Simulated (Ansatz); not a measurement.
Working through a composite energy at a relaxed geometry of BH3O2, SMILES OBO

Computed with the Python package of Ansatz (0.2.0).

The cells in order, each with its output:

In [1]:
```python
from dataclasses import dataclass
import itertools

import ansatz
from ase.data import atomic_numbers, covalent_radii
import numpy as np
```

In [2]:
```python
@dataclass(frozen=True)
class RunConfig:
    basis: str = "def2-SVP"
    functional: str = "b3lyp"
```

In [3]:
```python
cfg = RunConfig()
```

In [4]:
```python
geometry_ang = [
    ("O", (-1.0025, -0.7405, -0.5367)),
    ("B", (0.2835, -0.1621, -0.3177)),
    ("O", (0.8388, -0.2034, 1.0066)),
    ("H", (-1.5833, 0.0843, -0.4054)),
    ("H", (0.9052, 0.2919, -1.2326)),
    ("H", (0.6004, 0.6657, 1.4396)),
]
geometry = ansatz.Crystal.molecule()
for symbol, xyz in geometry_ang:
    geometry = geometry.atom(symbol, xyz)
```

In [5]:
```python
base = geometry.calculation()
base = base.basis(gaussian=cfg.basis).functional(cfg.functional)
symbols = [site.symbol for site in geometry.cartesian_sites]
start = np.array([site.position_ang for site in geometry.cartesian_sites], dtype=float)
rep = base.relax(force_tolerance=0.01).run(threads=1, backend="cpu").report
end = np.array(rep["positions_ang"])
# pairs closer than 1.2 times the sum of covalent radii, before or after
radius = [covalent_radii[atomic_numbers[s]] for s in symbols]
span = lambda where, i, j: np.linalg.norm(where[i] - where[j])
bonded = [(i, j) for i, j in itertools.combinations(range(len(symbols)), 2) if min(span(start, i, j), span(end, i, j)) < 1.2 * (radius[i] + radius[j])]
print("pair        before    after (A)")
for i, j in bonded:
    print(f"{symbols[i]}{i}-{symbols[j]}{j}".ljust(10), f"{span(start, i, j):8.4f} {span(end, i, j):8.4f}")
```
```text
pair        before    after (A)
O0-B1        1.4270   1.3576
O0-H3        1.0173   0.9629
B1-O2        1.4366   1.3576
B1-H4        1.1957   1.2157
O2-H5        0.9998   0.9629
```

In [6]:
```python
minimum = ansatz.Crystal.molecule()
for symbol, place in zip(symbols, end):
    minimum = minimum.atom(symbol, place.tolist())
at_minimum = minimum.calculation()
# MP2 extrapolated to the basis limit, plus the small-basis difference CCSD(T) - MP2
level = lambda method, basis: at_minimum.basis(gaussian=basis).correlation(method).run(threads=1, backend="cpu").report
small, large, cluster = level("mp2", "cc-pVDZ"), level("mp2", "cc-pVTZ"), level("ccsd_t", "cc-pVDZ")
corr = lambda each: (each["free_energy_ev"] - each["reference_energy_ev"]) / 27.211386246
mp2_limit = (27 * corr(large) - 8 * corr(small)) / 19
pieces = {"HF / cc-pVTZ": large["reference_energy_ev"] / 27.211386246, "MP2 correlation, DZ-TZ limit": mp2_limit, "CCSD(T) - MP2 / cc-pVDZ": corr(cluster) - corr(small)}
for name, value in pieces.items():
    print(f"{name:32s} {value:14.6f} Ha")
print(f"{'sum':32s} {sum(pieces.values()):14.6f} Ha")
print("T1 diagnostic", round(cluster["correlation"]["coupled_cluster"]["t1_diagnostic"], 4))
```
```text
HF / cc-pVTZ                        -176.334315 Ha
MP2 correlation, DZ-TZ limit          -0.639088 Ha
CCSD(T) - MP2 / cc-pVDZ               -0.029956 Ha
sum                                 -177.003359 Ha
T1 diagnostic 0.0139
```

Total energies depend on the basis set; only differences at equal settings carry meaning. The sum leaves out core correlation, relativity, the Hartree-Fock basis error and zero-point energy; a DZ-TZ extrapolation is rough. b3lyp holds the VWN-RPA fit, as in Gaussian; the form of ORCA and Turbomole is b3lyp5. Inner cores stay frozen, so this is valence correlation. An extrapolation from small basis sets is rough. Wall time of the script: 16 s on 1 thread of Arm Neoverse V1, with other jobs on the host, peak memory 0.25 GiB.
